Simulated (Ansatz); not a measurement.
## SiH$_{4}$, singlet: from triple and quadruple zeta to the limit

```xyz
5

H    -2.4273    0.0549    0.0000
H    -1.4463    0.0549    0.0000
Si    0.0887    0.0549    0.0000
H     0.7009   -0.8194    1.0900
H     0.7009   -0.8194   -1.0900
```

Ansatz 0.2.0, RHF determinant, valence electrons correlated. Energies in eV.

| set | X | functions | Hartree–Fock | MP2 correlation | CCSD(T) correlation | time |
| --- | --- | --- | --- | --- | --- | --- |
| def2-TZVPP | 3 | 98 | -7920.9004 | -4.3597 | -5.5633 | 2.7 s on 1 × NVIDIA H100 80GB HBM3 with 1 thread of AMD EPYC 7R13 Processor (Zen 3), with other jobs on the host |
| def2-QZVPP | 4 | 190 | -7921.1533 | -4.6204 | -5.7646 | 3.2 s on 1 × NVIDIA H100 80GB HBM3 with 1 thread of AMD EPYC 7R13 Processor (Zen 3), with other jobs on the host |

Hartree–Fock is taken to follow E(X) = E∞ + A·exp(−7.88·√X), correlation E(X) = E∞ + B·X^−2.97.

Cautions: higher spins were not checked; strong correlation; restricted determinant unstable towards unrestricted.

Work out the CCSD(T) energy at the limit, and how far the shortcut misses it that extrapolates MP2 and adds CCSD(T) minus MP2 from the smaller set.

Hartree–Fock: E∞ = E4 + 0.1377·(E4 − E3) = -7921.1881. Correlation: E∞ = E4 + 0.7407·(E4 − E3) = -5.9137 for CCSD(T) and -4.8135 for MP2. The limit is -7927.1018 eV, 0.184 eV below def2-QZVPP. The shortcut gives a correlation energy of -4.8135 + (-1.2036) = -6.0171, 103 meV lower than the direct value.

Past Ne part of the Hartree–Fock step between the two sets comes from the cores, which don't follow the formula, so the 35 meV that it adds to the total can overshoot; that part largely cancels in differences.
